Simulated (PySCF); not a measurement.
AlCl3, SMILES [Cl][Al]([Cl])[Cl]. Geometry optimised at B3LYP-D3(BJ)/def2-SVP. The isomer is the one that the SMILES or the coordinates give; other isomers of the formula were not compared.

TDA-B3LYP/def2-SVPD (PySCF) puts the lowest singlet excitations at 6.23, 6.54, 6.65, 6.65, 6.88, 6.88 eV.

Problem. What are the lowest excitation roots from ADC(2)/aug-cc-pVDZ (PySCF)? (The exact figures need the calculation; the answer reports its results.)

Solution. 7.07, 7.37, 7.46, 7.46, 7.78, 7.78 eV. S1 differs by 0.84 eV (second minus first; roots are paired by order, and the bases may differ).
